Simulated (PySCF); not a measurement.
Computed shifts of a molecule C6H6, PBE/pcSseg-1 in PySCF, GIAO, gas phase, atoms alike by connectivity averaged where their shifts nearly agree, in ppm (number of nuclei): ¹³C: 134.5 (6). ¹H: 7.69 (6). References: ¹³C against TMS (σ = 182.0 ppm); ¹H against TMS (σ = 31.49 ppm), references at their B3LYP-D3(BJ)/def2-TZVP geometries, non-relativistic. Coordinates come from a TPSSh-D3(BJ)/def2-SVP optimisation. One conformer was computed; it need not be the lowest.

**Question.** Which molecule gave these data?
(A) C#C/C=C\C=C
(B) C#CCCC#C
(C) c1ccccc1
(D) C#CCC=C=C

**Answer.** C, c1ccccc1
